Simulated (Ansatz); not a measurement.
Band gap of BaCuTeF (P4/nmm, No. 129; structure not from a measured cell) at several levels of theory

No measured value is used here.

| level (code) | value (eV) |
|---|---|
| LDA (Ansatz) | 0.83 |
| PBEsol (Ansatz) | 0.85 |
| PBEsol+SOC (Ansatz) | 0.67 (direct) |
| r²SCAN (Ansatz) | 1.17 |
| r²SCAN+SOC (Ansatz) | 1.00 (direct) |

Computed values are for a static lattice. Spin–orbit coupling is included only where a level's name says +SOC; with heavier elements it mostly lowers gaps and can invert bands.  Values are at the PBEsol cell. Cutoffs differ between the levels. Ansatz's density-functional and Hartree–Fock values are scalar-relativistic unless marked +SOC, with PAW data made under PBE.

Ansatz is a first-principles code.
